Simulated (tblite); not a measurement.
Compound: SiCl2 (triplet state).
Cartesian coordinates in Å at the GFN2-xTB level; atoms count from 1:
```xyz
3
SiCl2 angstrom
Cl    -1.7560   -0.3655   -0.0034
Si    -0.0006    0.7069   -0.0103
Cl     1.7681   -0.3439    0.0011
```

Computed geometry: GFN2-xTB, gas phase. This method treats the open shell by occupation alone, without spin polarisation.

Take the most abundant isotopes and a rigid rotor. 

Q: Give the principal moments of inertia and the rotational constants in cm⁻¹.

A: Ia = 22.52, Ib = 217.15, Ic = 239.67 u·Å²; 505379 MHz·u·Å²/I gives 22439, 2327 and 2109 MHz, that is A = 0.74850, B = 0.07763, C = 0.07034 cm⁻¹.

Q: Classify the top.

A: A near-prolate asymmetric top: κ = (2 × 2327 − 22439 − 2109)/(22439 − 2109) = -0.98.

Q: List the rotational levels J(Ka,Kc) to J = 2 (MHz).

A: Above 0(0,0):
J = 1: 1(0,1) 4436, 1(1,1) 24548, 1(1,0) 24767
J = 2: 2(0,2) 13306, 2(1,2) 33201, 2(1,1) 33858, 2(2,1) 94194, 2(2,0) 94196

Q: Estimate the classical rotational partition function at 100 K, 200 K and 500 K.

A: Point group C2v, symmetry number σ = 2; q = (√π/σ)·√((kT/h)³/(ABC)), k/h = 20836.6 MHz/K: 8030 at 100 K, 22700 at 200 K, 89800 at 500 K.

For this open shell read J as N, the rotation without spin; fine and hyperfine splittings come on top. Its GFN2-xTB frequencies are all real (lowest 113 cm⁻¹). This triplet need not be the ground state; the singlet was not compared here. Constants of a rigid frame at the computed geometry: no zero-point averaging, no centrifugal distortion.
